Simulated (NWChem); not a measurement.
## Correlation energy of Si (+1)

```
Si
```
Charge +1, spin multiplicity 2.

All runs are NWChem calculations.

Basis set: cc-pVDZ. Each correlation energy counts from its own Hartree-Fock reference.

The correlated methods keep 5 core orbitals frozen. No SCF solution was tested for a lower state. Open-shell Hartree-Fock references start from PBE0 orbitals. Coupled-cluster values serve here as a point of comparison, not as the truth.

```csv
method,correlation energy (mHa)
CCSD on UHF,[?]
UMP2,-34.8
CCSD on ROHF,-57.2
URI-MP2,-34.8
CCSD[T] on ROHF,-58.0
CCSDT on ROHF,-58.3
CCSD[T] on UHF,-53.8
CCSD(T) on ROHF,-58.0
SCS-UMP2,[?]
CCSD(T) on UHF,-53.8
```

Question: What belongs in the gaps?

Answer: 
- CCSD on UHF, correlation energy (mHa): -53.2
- SCS-UMP2, correlation energy (mHa): -39.8
